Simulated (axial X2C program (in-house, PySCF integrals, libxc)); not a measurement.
Worked dissociation energy of BO⁻: CCSD, 2c

Computed with an axial X2C code built on PySCF integrals. Two-component (2c) means X2C with spin–orbit coupling and atomic mean-field two-electron Coulomb and Gaunt terms. Basis: O dyall-av3z [7s6p3d2f], B dyall-av3z [8s7p3d2f] (cores contracted in-house); Gaussian nuclei, density fitting, unrestricted open shells. Masses: O 15.995 u, B 11.009 u.

Molecular state: Ω = 0 (closed shell).

Correlated methods: 10 electrons correlated (number of frozen shells: O 1 s; B 1 s), 206 virtual spin orbitals or spinors in MP2, 90 natural virtuals in coupled cluster.

| Quantity | Value |
| --- | --- |
| E(O-) (2M_J = 1) | -75.076610 hartree |
| E(B) (2M_J = 1) | -24.604798 hartree |
| E(BO⁻) at Re | -100.018285 hartree |
| ωe | 1729.6 cm⁻¹ |
| ωexe | 9.99 cm⁻¹ |

Task: Work out De and D0.

Result: De = -75.076610 + (-24.604798) − (-100.018285) = 0.33688 hartree = 9.167 eV. The zero-point energy is ωe/2 − ωexe/4 = 862 cm⁻¹ = 0.107 eV, so D0 = 9.060 eV.

The state is one determinant whose occupation by symmetry is held fixed; it was picked as the lowest of a PBE0 search that is not exhaustive. The closed shell is kept restricted, so the energy runs too high when the bond is stretched far. De is counted from the lowest determinant-based energies of the atoms at the same level, without counterpoise correction. CCSD ran in a truncated set of natural virtual spinors with an MP2 remainder; without triples it tends to underbind.

Each atomic determinant is the lowest at this level and need not be a pure J level. Totals compare only within one Hamiltonian and basis.
